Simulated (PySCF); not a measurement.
A geometry optimisation on `[AlH4-]`.

Method: PBE0-D3(BJ)/def2-TZVP geometry optimisation, gas phase (PySCF 2.14.0). Start geometry: GFN2-xTB. The input is one job of a driver script: a line of settings, then coordinates in Å.

Command:
```bash
OMP_NUM_THREADS=1 python probes_run.py task.json out
```

Input:
```
{"job": {"xc": "PBE0", "basis": "def2-TZVP", "d3": "d3bj", "grid": 2, "shake": 0.01, "kind": "geom"}, "charge": -1, "multiplicity": 1}
Al     0.022510    -0.024660     0.000110
H      0.617120     1.169640    -0.950360
H     -1.096100     0.645570     1.020690
H      1.231870    -0.707320     0.836670
H     -0.741830    -1.117200    -0.945010
```

Task: Give the output.

Result: 
```
step   0  E = -244.72644648  max force = 0.005904
step   1  E = -244.72672156  max force = 0.001749
step   2  E = -244.72675960  max force = 0.000376
step   3  E = -244.72676085  max force = 0.000031
optimisation converged
```

Energies in Eh; «max force» is the largest Cartesian gradient component in Eh/bohr.

Task: How much energy does the optimisation release, in kJ/mol?

Result: E(step 0) − E(last step) = 0.000314 Eh, which is 0.8 kJ/mol.

In short: final energy -244.72676 Eh after 3 steps.

Task: Where do the atoms end?

Result: 0.020 Å rms from the input after alignment:
```
atom  x, y, z in Å
Al1    0.0055    0.0016   -0.0166
H2     0.5888    1.2090   -0.9721
H3    -1.0712    0.6261    1.0613
H4     1.2501   -0.7037    0.7986
H5    -0.7449   -1.1245   -0.9544
```

Hardware: an Intel Xeon at 2.30 GHz with one thread, on a shared host. Cost: 3.3 s wall, 0.31 GiB resident at most.
Labels such as C1 count atoms from 1, the log's own numbers from 0.
